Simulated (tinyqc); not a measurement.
Worked calculation: Born-Oppenheimer dynamics on the UHF/sto-3g surface (energies and gradients from PySCF), for H2O, spin multiplicity 3. Computed by tinyqc, a small Python program that keeps every step (integrals from PySCF). Settings: charge = 0, multiplicity = 3, basis = sto-3g, time step (fs) = 0.5, steps = 16. Command: `OMP_NUM_THREADS=1 python tinyqc.py 25001 25002 out.jsonl` (the two numbers bound the seeds that draw the settings). One thread of a shared host (Intel(R) Xeon(R) Processor @ 2.60GHz), about 1 s of CPU time with the checks.

## Velocity Verlet step 1

positions (bohr):
```
            x          y          z
1O   0.047243   0.001890  -0.011338
2H  -0.113384   1.349264   1.235881
3H  -0.049133  -1.190527   1.271786
```

velocities (bohr per atomic time unit):
```
               x             y             z
1O   0.000025349  -0.000015276  -0.000010184
2H  -0.000257651   0.000181724   0.000049816
3H  -0.000144651   0.000060724   0.000111816
```

gradient (hartree/bohr):
```
              x            y            z
1O  -0.04826653   0.22049202   0.42405695
2H   0.04029397  -0.36628894  -0.30530843
3H   0.00797256   0.14579692  -0.11874851
```

masses (electron masses): 1O 29156.946388, 2H 1837.152588, 3H 1837.152588

gradient after step 1 (hartree/bohr):
```
              x            y            z
1O  -0.04443443   0.23096451   0.36840906
2H   0.03877937  -0.34024849  -0.28439235
3H   0.00565506   0.10928399  -0.08401670
```

dt = 0.5 fs = 20.6707 atomic units; x' = x + v dt - g dt^2 / (2m); after the new gradient g', v' = v - (g + g') dt / (2m).

positions after step 1 (bohr):
```
            x          y          z
1O   0.048121  -0.000042  -0.014656
2H  -0.123395   1.395616   1.272414
3H  -0.053050  -1.206227   1.287906
```

velocities after step 1 (bohr per atomic time unit):
```
               x             y             z
1O   0.000058209  -0.000175305  -0.000291092
2H  -0.000702497   0.004156520   0.003367319
3H  -0.000221317  -0.001374295   0.001252520
```

## Velocity Verlet step 2

gradient after step 2 (hartree/bohr):
```
              x            y            z
1O  -0.03177424   0.19921044   0.24558658
2H   0.02972297  -0.25340137  -0.21181414
3H   0.00205127   0.05419093  -0.03377244
```

As before.

positions after step 2 (bohr):
```
            x          y          z
1O   0.049650  -0.005358  -0.023372
2H  -0.142426   1.521101   1.375090
3H  -0.058282  -1.247343   1.323567
```

velocities after step 2 (bohr per atomic time unit):
```
               x             y             z
1O   0.000085223  -0.000327791  -0.000508737
2H  -0.001087874   0.007496240   0.006158848
3H  -0.000264671  -0.002293963   0.001915171
```

## Energy conservation

The total energy should stay constant up to terms of order dt^2; the step counts as short enough if it moves by less than 2 % of the largest kinetic energy.

Trajectory:

| time (fs) | 1O-2H (angstrom) | potential (hartree) | kinetic (hartree) | total (hartree) |
|---|---|---|---|---|
| 0.000000 | 0.975292 | -74.56563277 | 0.00014197 | -74.56549080 |
| 0.500000 | 1.008749 | -74.59866220 | 0.03169252 | -74.56696967 |
| 1.000000 | 1.100214 | -74.67119518 | 0.10126087 | -74.56993431 |
| 1.500000 | 1.234905 | -74.73960786 | 0.16870515 | -74.57090272 |
| 2.000000 | 1.395380 | -74.78253225 | 0.21234843 | -74.57018381 |
| 2.500000 | 1.569316 | -74.80356374 | 0.23427166 | -74.56929208 |
| 3.000000 | 1.749885 | -74.81233844 | 0.24362295 | -74.56871549 |
| 3.500000 | 1.933665 | -74.81595328 | 0.24754021 | -74.56841306 |
| 4.000000 | 2.118993 | -74.81830775 | 0.25003146 | -74.56827629 |
| 4.500000 | 2.305056 | -74.82114392 | 0.25290354 | -74.56824038 |
| 5.000000 | 2.491464 | -74.82480603 | 0.25652826 | -74.56827777 |
| 5.500000 | 2.678032 | -74.82860531 | 0.26023607 | -74.56836924 |
| 6.000000 | 2.864677 | -74.83113069 | 0.26265513 | -74.56847556 |
| 6.500000 | 3.051361 | -74.83089547 | 0.26237659 | -74.56851888 |
| 7.000000 | 3.238061 | -74.82752248 | 0.25910926 | -74.56841322 |
| 7.500000 | 3.424766 | -74.82288660 | 0.25470228 | -74.56818433 |
| 8.000000 | 3.611467 | -74.82049806 | 0.25245415 | -74.56804390 |

The total energy moves within 5.4e-03 hartree; that is over 2 % of the largest kinetic energy, so the time step is too long.
